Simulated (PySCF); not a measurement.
# Field gradients at the hydrogen positions

C₅H₆Cl (charge +1).
Geometry (GFN2-xTB, Å), atoms numbered from 1 in this order:
```
atom  x, y, z in Å
Cl1    0.191   -1.365    1.668
C2     0.495   -1.015   -0.105
C3    -0.943   -0.808    0.172
C4    -1.193    0.612    0.187
C5    -0.061    1.276   -0.105
C6     1.080    0.350   -0.361
H7     0.894   -1.887   -0.607
H8    -1.714   -1.556    0.057
H9    -2.155    1.040    0.398
H10    0.044    2.344   -0.177
H11    1.954    0.588    0.248
H12    1.409    0.420   -1.403
```

Level: PBE0/pcSseg-1 (PySCF, non-relativistic); Q(2H) = 0.00286 b; rigid geometry, the same for H and D, with no vibrational averaging.

Question: Rank these positions by the coupling χzz of a deuteron there, largest first.
A. H12 (methylene hydrogen)
B. H9 (hydrogen on carbon)
C. H8 (hydrogen on carbon)
D. H10 (hydrogen on carbon)

Answer: B (221 kHz), D (217 kHz), C (207 kHz), A (195 kHz).

Tabulate Vzz, the asymmetry η and χzz = 234.96 MHz × Q × Vzz for every hydrogen position.

| atom | bonded to | bond length (Å) | Vzz (au) | η | χzz (kHz) |
| --- | --- | --- | --- | --- | --- |
| H7 | C2 | 1.083 | 0.3036 | 0.06 | 204 |
| H8 | C3 | 1.080 | 0.3083 | 0.05 | 207 |
| H9 | C4 | 1.074 | 0.3295 | 0.07 | 221 |
| H10 | C5 | 1.076 | 0.3232 | 0.01 | 217 |
| H11 | C6 | 1.092 | 0.2947 | 0.04 | 198 |
| H12 | C6 | 1.095 | 0.2897 | 0.05 | 195 |

How does χzz go with the bond length over the 6 C–H bonds?

A straight-line fit has a slope of -11.6 kHz for each 0.01 Å, with a correlation coefficient of -0.96, over lengths from 1.074 to 1.095 Å. The longer bonds have the smaller couplings here.

Geometry: GFN2-xTB; no solvent, vibrations or thermal averaging. GFN2-xTB bond lengths can be off by several hundredths of an ångström, more for odd bonds, and the gradients follow them. The small basis limits the accuracy of the gradients.

These values come from a run that also computed NMR shieldings. The run took 14 s of wall time on one thread, Arm Neoverse V1 (aarch64), shared host, and the process peaked at 0.68 GiB of memory.
